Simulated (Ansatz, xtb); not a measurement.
Two isomers of C2H2F3

We compare a, `FC[C](F)F`, a doublet, with b, `[CH2]C(F)(F)F`, a doublet. Both are isolated molecules in the gas phase, relaxed with BLYP-D3(BJ)/def2-SVP, each in the lowest conformer that the search found.

Task: Estimate which is lower in electronic energy at CCSD(T)/def2-SVP + ΔMP2/def2-TZVPP, and by roughly how much.

Result: The CCSD(T)/def2-SVP + ΔMP2/def2-TZVPP calculation puts structure b lower, by 14.1 kcal/mol.

The same difference at several levels:

```json
{"level": "GFN2-xTB", "geometry": "GFN2-xTB", "E(b) − E(a) (kcal/mol)": "−1.9", "departure from the last row (kcal/mol)": "+12.2", "job, with rough time for the two": "optimisation, 0.15 s"}
{"level": "HF/STO-3G", "geometry": "GFN2-xTB", "E(b) − E(a) (kcal/mol)": "−3.3", "departure from the last row (kcal/mol)": "+10.8", "job, with rough time for the two": "single point, 0.62 s"}
{"level": "r2SCAN-D4/def2-SVP", "geometry": "GFN2-xTB", "E(b) − E(a) (kcal/mol)": "−17.7", "departure from the last row (kcal/mol)": "−3.6", "job, with rough time for the two": "single point, 6.9 s"}
{"level": "BLYP-D3(BJ)/def2-SVP", "geometry": "BLYP-D3(BJ)/def2-SVP", "E(b) − E(a) (kcal/mol)": "−12.7", "departure from the last row (kcal/mol)": "+1.4", "job, with rough time for the two": "optimisation, 45 s"}
{"level": "HF/def2-SVP", "geometry": "BLYP-D3(BJ)/def2-SVP", "E(b) − E(a) (kcal/mol)": "−18.5", "departure from the last row (kcal/mol)": "−4.4", "job, with rough time for the two": "part of the CCSD(T) run"}
{"level": "MP2/def2-SVP", "geometry": "BLYP-D3(BJ)/def2-SVP", "E(b) − E(a) (kcal/mol)": "−17.9", "departure from the last row (kcal/mol)": "−3.8", "job, with rough time for the two": "part of the CCSD(T) run"}
{"level": "CCSD(T)/def2-SVP", "geometry": "BLYP-D3(BJ)/def2-SVP", "E(b) − E(a) (kcal/mol)": "−17.0", "departure from the last row (kcal/mol)": "−2.9", "job, with rough time for the two": "single point"}
{"level": "CCSD(T)/def2-SVP + ΔMP2/def2-TZVPP", "geometry": "BLYP-D3(BJ)/def2-SVP", "E(b) − E(a) (kcal/mol)": "−14.1", "departure from the last row (kcal/mol)": "", "job, with rough time for the two": "single point, 66 s"}
```

As drawn, both hold the same kinds of bond in the same numbers.

None of the levels shown reverses the order. The largest departure from CCSD(T)/def2-SVP + ΔMP2/def2-TZVPP is that of GFN2-xTB, 12.2 kcal/mol. The last row adds to CCSD(T) the change of the MP2 difference between the two basis sets, here +2.9 kcal/mol.

With harmonic frequencies from BLYP-D3(BJ)/def2-SVP (ideal gas, rigid rotor, one conformer each, 298.15 K, 1 atm): on the last row, ΔE + ΔZPE = −15.8, ΔH = −15.6, ΔG = −15.5 kcal/mol.

Open shells are spin-unrestricted. The correlated steps freeze 5 core orbitals. Programs: Ansatz 0.2.0, xtb 6.7.1; the last row on 1 thread of Intel(R) Xeon(R) Platinum 8259CL CPU @ 2.50GHz (Skylake/Cascade Lake) on a shared host.
